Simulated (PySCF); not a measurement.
## Gas-phase XPS of `O=N/C=C/Cl`, computed

Species: C2H2ClNO.
SMILES with atom numbers: `[O:1]=[N:2]/[CH:3]=[CH:4]/[Cl:5]`

Level of theory: delta-SCF UKS SCAN, pcX-2 on the ionised atom, pcseg-1 elsewhere, spin-free X2C in PySCF 2.14.0. Binding energies are ΔSCF values: E(core-ionised, relaxed orbitals) − E(ground state) at a fixed geometry, referred to the vacuum level.

Problem. Give the core binding energies atom by atom.

Solution. 
| atom(s) | bonded to | level | binding energy (eV) | 2p1/2 (eV) | count |
| --- | --- | --- | --- | --- | --- |
| Cl5 | C | Cl 1s | 2829.93 | – | 1 |
| O1 | N (double bond) | O 1s | 538.59 | – | 1 |
| N2 | O (double bond) and C | N 1s | 407.93 | – | 1 |
| C4 | Cl, C (double bond) and H | C 1s | 292.97 | – | 1 |
| Cl5 | C | Cl 2p3/2 | 207.32 | 208.97 | 1 |

Problem. Which photon wavelength matches the Cl 2p3/2 of Cl5 threshold?

Solution. λ = hc/E = 12398.42 eV Å / 207.32 eV = 59.803 Å.

The list is incomplete; no value stands for C 1s of C3 (hole states with ⟨S²⟩ of 1 or more are left out). The unrestricted hole states depart most from a pure doublet (⟨S²⟩ = 0.75; over 0.85 named) for O 1s of O1 (0.97) and C 1s of C4 (0.85), which makes these values less certain. The 2p values add to the ΔSCF energy of one spin-free hole a correction within the shell (spin–orbit coupling, ligand field). 2p1/2 minus 2p3/2 (ligand field included): Cl 1.65 eV. The structure is a single GFN2-xTB conformer in the gas phase; no vibrational or solvent corrections.

Shape of the structure used: `[O:1]=[N:2]/[CH:3]=[CH:4]/[Cl:5]`: O1–N2–C3–C4 -34°.
